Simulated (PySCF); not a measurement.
Molecule: SMILES C(CC)C#N, C4H7N.

Geometry (Å), atoms numbered from 1 in this order:
```xyz
12

C    -1.2720   -0.4966   -0.3345
C    -0.4172    0.3524    0.5981
C     0.9513    0.6708   -0.0194
C     1.7254   -0.5286   -0.2117
N     2.3300   -1.4882   -0.3554
H    -2.2289   -0.7214    0.1297
H    -1.4588    0.0280   -1.2697
H    -0.7703   -1.4350   -0.5610
H    -0.2702   -0.1751    1.5432
H    -0.9276    1.2938    0.8127
H     1.5177    1.3422    0.6327
H     0.8219    1.1570   -0.9908
```

Frames of a GFN2-xTB Langevin trajectory at 300 K; GIAO PBE0/pcSseg-1 shieldings in PySCF 2.14.0 with density-fitted response routines, gas phase, non-relativistic; equivalent atoms averaged within each frame.

Scale: 13C (σ = 186.93 ppm), 1H (σ = 31.72 ppm) vs TMS; 15N (σ = 267.73 ppm) vs NH3 (reference shieldings calculated alike). The references are static minima.

Task: How do the shifts (ppm) fluctuate along the trajectory?

Result: 
| time (fs) | C4 | C2 | C3 | C1 | N5 | H11/H12 | H9/H10 | H6/H7/H8 |
| --- | --- | --- | --- | --- | --- | --- | --- | --- |
| optimised geometry | 124.0 | 24.2 | 19.7 | 15.4 | 300.3 | 2.24 | 1.61 | 1.24 |
| 250 | 125.7 | 23.2 | 20.6 | 7.4 | 304.5 | 2.34 | 1.34 | 0.24 |
| 425 | 125.8 | 24.1 | 18.1 | 16.2 | 302.3 | 1.77 | 1.83 | 1.68 |
| 625 | 127.4 | 27.2 | 26.8 | 14.2 | 312.2 | 3.13 | 2.08 | 1.27 |
| 800 | 123.7 | 23.8 | 17.1 | 19.2 | 292.8 | 2.53 | 1.96 | 1.18 |
| 1000 | 125.1 | 24.6 | 21.3 | 19.6 | 302.9 | 2.61 | 2.14 | 2.13 |
| mean of frames | 125.5 | 24.6 | 20.8 | 15.3 | 303.0 | 2.48 | 1.87 | 1.30 |
| standard deviation | 1.4 | 1.5 | 3.8 | 5.0 | 6.9 | 0.49 | 0.32 | 0.70 |

5 frames give an uncertainty of the mean of about the standard deviation over 2.2 at best, since frames this close in time may not be independent; classical motion lacks zero-point vibration, and the reference would need the same averaging.
